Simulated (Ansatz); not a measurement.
**One shape, several levels: AlHO2 (SMILES [O]=[Al][OH])**

Wanted: a comparison of 6 runs (BHLYP/STO-3G, CAM-B3LYP/STO-3G, HSE06/STO-3G, MP2/STO-3G, CCSDTQ/STO-3G, CCSD/STO-3G) of AlHO2. 

The results are computed with Ansatz 0.2.0.

62 further runs of the same task are left out: 8 that didn't finish, 54 set aside as unsound or not needed.

## 1. The system as given

AlHO2: 4 atoms, total charge 0, spin state singlet. As SMILES, `[O]=[Al][OH]`. The H4–O3 distance was set to 1.424 Å, away from the relaxed value. At this shape a bond of the SMILES string is far longer than usual.

Bond lengths: O1–Al2 1.572 Å, Al2–O3 1.628 Å. Angles: O1–Al2–O3 180.0°. A long bond or contact: O3–H4 1.424 Å.

## 2. The energy at BHLYP/STO-3G (run 1)

job.yaml reads:

```yaml
crystal:
  periodic: [false, false, false]
  atoms:
    - {symbol: O, position_ang: [-1.946982, -1.704085, -0.787356]}
    - {symbol: Al, position_ang: [-0.815172, -0.715415, -0.327486]}
    - {symbol: O, position_ang: [0.357598, 0.308695, 0.148944]}
    - {symbol: H, position_ang: [1.381100, 1.209770, 0.557430]}
basis:
  gaussian:
    orbitals: STO-3G
magnetization:
  spin_polarized: false
accuracy: high
hamiltonian:
  xc: {name: BHLYP}
```

Command:

```sh
$ ansatz run job.yaml --threads 1 --pin off --max-ram 2610MiB --events-out events.jsonl --progress --plain --runs-dir runs
```

The program printed:

```text
Warning: RAYON_NUM_THREADS=1 ignored (pool sized by the plan → 1); use --threads N
Functional definition: BHLYP
  name "BHLYP"
  parameter a = 0.5
  exchange = (1 - a)*b88_x + a*exact_x
  correlation = lyp_c
342 factors; integrals over basis functions are off by at most 2.2e-8 eV
mean field evaluation 1: about -10554.5621 eV, gradient 4.5e1 eV
mean field evaluation 2: about -10492.1844 eV, gradient 1.7e2 eV
mean field evaluation 4: about -10563.2305 eV, gradient 1.1e1 eV
mean field evaluation 8: about -10563.6036 eV, gradient 7.7e-2 eV
mean field evaluation 16: about -10563.6036 eV, gradient 7.6e-6 eV
mean field -10563.60361213 eV, -388.2052724781 hartree, gradient 4.6e-8 eV, S^2 0.000000; 0 other end points of the search recorded, 0 dependent functions left out
reference -10563.60362932 eV, -388.2052731100 hartree; 15, 15 occupied and 5, 5 virtual orbitals, 342 factors
Total energy: -10563.60362932 eV, -388.2052731100 hartree
```

Run time: 0.71 s. Hardware: 1 thread of Intel Xeon 6975P-C (Granite Rapids), shared host.

## 3. The energy at CAM-B3LYP/STO-3G (run 2)

in.yaml reads:

```yaml
crystal:
  periodic: [false, false, false]
  atoms:
    - {symbol: O, position_ang: [-1.946982, -1.704085, -0.787356]}
    - {symbol: Al, position_ang: [-0.815172, -0.715415, -0.327486]}
    - {symbol: O, position_ang: [0.357598, 0.308695, 0.148944]}
    - {symbol: H, position_ang: [1.381100, 1.209770, 0.557430]}
basis:
  gaussian:
    orbitals: STO-3G
accuracy: high
hamiltonian:
  xc: {name: CAM-B3LYP}
```

Command:

```sh
$ ansatz run in.yaml --threads 1 --pin off --max-ram 2610MiB --events-out events.jsonl --progress --plain --runs-dir runs
```

The program printed:

```text
Warning: RAYON_NUM_THREADS=1 ignored (pool sized by the plan → 1); use --threads N
Functional definition: CAM-B3LYP
  name "CAM-B3LYP"
  parameter alpha = 0.19
  parameter beta = 0.46
  parameter omega = 0.33/bohr
  parameter ac = 0.81
  exchange = (1 - alpha - beta)*b88_x + beta*b88_x_sr(omega) + alpha*exact_x + beta*exact_x_lr(omega)
  correlation = (1 - ac)*vwn5_c + ac*lyp_c
342 factors; integrals over basis functions are off by at most 2.2e-8 eV
144 factors; integrals over basis functions are off by at most 1.1e-9 eV
mean field evaluation 1: about -10553.8446 eV, gradient 4.6e1 eV
mean field evaluation 2: about -10480.2217 eV, gradient 1.8e2 eV
mean field evaluation 4: about -10562.7634 eV, gradient 1.3e1 eV
mean field evaluation 8: about -10563.2459 eV, gradient 1.5e-1 eV
mean field evaluation 16: about -10563.2460 eV, gradient 9.4e-6 eV
mean field -10563.24603799 eV, -388.1921318709 hartree, gradient 2.3e-8 eV, S^2 0.000000; 0 other end points of the search recorded, 0 dependent functions left out
reference -10563.24605019 eV, -388.1921323191 hartree; 15, 15 occupied and 5, 5 virtual orbitals, 342 factors
Total energy: -10563.24605019 eV, -388.1921323191 hartree
```

Run time: 0.71 s. Hardware: 1 thread of Intel Xeon 6975P-C (Granite Rapids), shared host.

Runs 3 to 5 aren't shown in full; the table further down has their settings and results.

## 4. The energy at CCSD/STO-3G (run 6)

Changes to in.yaml since step 3:

```diff
@@ -11,3 +11,6 @@
 accuracy: high
-hamiltonian:
-  xc: {name: CAM-B3LYP}
+correlation:
+  method: ccsd
+  frozen_orbitals: {Al: 5, H: 0, O: 1}
+scf:
+  omitted_lower_state_checks: [cluster_reference, increment]
```

Command:

```sh
$ ansatz run in.yaml --threads 1 --pin off --max-ram 2610MiB --events-out events.jsonl --progress --plain --runs-dir runs
```

The program printed, cut to the lines that bear on the results:

```text
Warning: RAYON_NUM_THREADS=1 ignored (pool sized by the plan → 1); use --threads N
Functional definition: HF
  name "HF"
[...]
342 factors; integrals over basis functions are off by at most 2.2e-8 eV
[...]
mean field -10532.38105683 eV, -387.0578647342 hartree, gradient 1.7e-8 eV, S^2 0.000000; 0 other end points of the search recorded, 0 dependent functions left out; unrestricted orbitals would lower it
7 core orbitals not correlated: weight in the atoms' cores, before any rotation towards them, 1.000 or more for the frozen orbitals, at most 0.000 for the correlated occupied ones
reference -10532.38105683 eV, -387.0578647342 hartree; 8, 8 occupied and 5, 5 virtual orbitals, 342 factors
second order -4.28177578 eV of doubles, -0.00000000 eV of singles
cycle   1  -4.09541956 eV  change    1.9e-1 eV  update   2.0e-1
[...]
cycle  32  -4.91365641 eV  change   5.9e-10 eV  update   1.9e-9
Total energy: -10537.29471324 eV, -387.2384382766 hartree
Checks for a lower state left out: cluster_reference, increment
```

Wall time 0.16 s (1 thread of Intel Xeon 6975P-C (Granite Rapids), shared host).

## 5. All runs side by side

| run | level | frozen core orbitals | energy (Eh) | wall time |
| --- | --- | --- | --- | --- |
| 1 | BHLYP/STO-3G | – | -388.205273 | 0.71 s |
| 2 | CAM-B3LYP/STO-3G | – | -388.192132 | 0.71 s |
| 3 | HSE06/STO-3G | – | -388.019149 | 0.79 s |
| 4 | MP2/STO-3G | 7 | -387.215217 | 0.14 s |
| 5 | CCSDTQ/STO-3G | 7 | -387.259126 | 8.4 s |
| 6 | CCSD/STO-3G | 7 | -387.238438 | 0.16 s |

## 6. Outcome

| quantity | value |
| --- | --- |
| run 6: total energy | -387.23844 Eh |
| run 6: correlation energy (7 core orbitals frozen) | -180.6 mEh |
| run 6: T1 diagnostic | 0.035 |

What this shows: Totals of different functionals can't be ranked against each other. In run 6 the T1 diagnostic is large, so a single reference may not serve. In runs 4, 5, 6 the log says that unrestricted orbitals would lower the reference, so the values rest on an unstable closed-shell determinant (other closed-shell runs at this shape may share the fault). In runs 1, 2, 3, 4, 5, 6 the basis is minimal, so the values are rough. All runs together took 11 s, the longest 8.4 s.
